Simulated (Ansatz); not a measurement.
`SBCl`, charge 0, multiplicity 1.

Question: Give a relaxed structure at PBE0-D4/def2-TZVP (Ansatz 0.2.0). (Best estimate.)

Answer: Ansatz gave: 
```xyz
5

S    -0.8422   -1.0401    0.0997
B     0.4074    0.2255    0.0935
Cl    1.8809   -0.0505    0.9869
H    -1.7142   -0.3820   -0.6820
H     0.2682    1.2471   -0.4981
```
Point group Cs.
